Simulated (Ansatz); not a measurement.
**CH₆AlN (built from SMILES [CH3][AlH][NH2]): search for a transition state**

Aim: find the saddle point of a 1,1-elimination that is to form N2–H3 and break Al1–N2, Al1–H3, prove it by its vibrations, and relax downhill on both sides to see what it joins.

Computed with Ansatz 0.2.0, Gaussian basis. Level: PBE0-D4, def2-SVP first, then def2-TZVP.

114 further runs of the same task are left out: 114 set aside as unsound or not needed.

### Step 1. Where the work starts

The guess: 9 atoms, charge 0, spin multiplicity 1.

Atoms are counted from 1 here; the program's logs count them from 0.

Bond lengths: Al1–N2 2.244 Å, Al1–C4 2.018 Å, N2–H5 1.015 Å, N2–H6 1.018 Å, C4–H7 1.101 Å, C4–H8 1.099 Å, C4–H9 1.101 Å. Angles: N2–Al1–C4 105.4°, Al1–N2–H5 123.6°, Al1–N2–H6 128.8°, H5–N2–H6 107.3°, Al1–C4–H7 114.4°, Al1–C4–H8 114.4°, Al1–C4–H9 110.9°, H7–C4–H8 105.6°, H7–C4–H9 105.3°, H8–C4–H9 105.4°.

As a file:

```xyz
9

Al   -0.4079   -0.2700   -1.1358
N    -0.5273   -1.4927    0.7415
H    -1.6486   -0.9017    0.3033
C     0.7319    1.3260   -0.6624
H    -0.7229   -2.4888    0.7513
H    -0.3129   -1.2166    1.6978
H     1.6295    1.4461   -1.2885
H     1.0923    1.3349    0.3756
H     0.1656    2.2628   -0.7828
```

Distances that are to change: N2–H3 1.34 Å, Al1–N2 2.24 Å, Al1–H3 2.00 Å.

### Step 2. Relaxing the guess with the reacting distances held

The input, hold/in.yaml:

```yaml
crystal:
  periodic: [false, false, false]
  atoms:
    - {symbol: Al, position_ang: [-0.407900, -0.270000, -1.135800]}
    - {symbol: N, position_ang: [-0.527300, -1.492700, 0.741500]}
    - {symbol: H, position_ang: [-1.648600, -0.901700, 0.303300]}
    - {symbol: C, position_ang: [0.731900, 1.326000, -0.662400]}
    - {symbol: H, position_ang: [-0.722900, -2.488800, 0.751300]}
    - {symbol: H, position_ang: [-0.312900, -1.216600, 1.697800]}
    - {symbol: H, position_ang: [1.629500, 1.446100, -1.288500]}
    - {symbol: H, position_ang: [1.092300, 1.334900, 0.375600]}
    - {symbol: H, position_ang: [0.165600, 2.262800, -0.782800]}
basis:
  gaussian: {orbitals: def2-SVP}
hamiltonian: {xc: pbe0, dispersion: d4}
relax: {f_tol: 0.08, max_steps: 120, escape_saddle: false, constraints: [{distance: [1, 2]}, {distance: [0, 1]}, {distance: [0, 2]}]}
```

The run is started by

```sh
> ansatz run in.yaml --threads 2 --pin off --events-out ev --progress --plain --max-ram 4352MiB
```

The runs that follow: A starting Hessian; Saddle search in the small basis; Saddle search in triple zeta; Checking the order of the point; Relaxing after a step of 0.30 Å one way along the mode; Relaxing after a step of 0.30 Å the other way along the mode.

**Question.** What will these runs give? Wanted: imaginary mode; barrier from the start side; barrier from the end side; energy of the step; pairs that change; zero-point energy at the saddle.

As calculated:

| quantity | value |
| --- | --- |
| imaginary mode | 1451i cm⁻¹ |
| barrier from the start side | 3.002 eV |
| barrier from the end side | 1.489 eV |
| energy of the step | +1.513 eV |
| pairs that change | N2–H3 formed, Al1–N2 loosened, Al1–H3 broken |
| zero-point energy at the saddle | 1.787 eV |

In words: The point has a single imaginary mode (1451i cm⁻¹), as a transition state must. The two relaxations end on the structures that were planned. A bond meant to break is only loosened at the end: the products stay bound as an adduct. At PBE0-D4/def2-TZVP the electronic barrier is 3.002 eV, about 117 kT at 298 K, and the step runs 1.513 eV uphill. The barrier is thin enough for tunnelling; the leading (Wigner) term alone is a factor of 3.0 at 298 K. Lower complexes than these ends may exist.
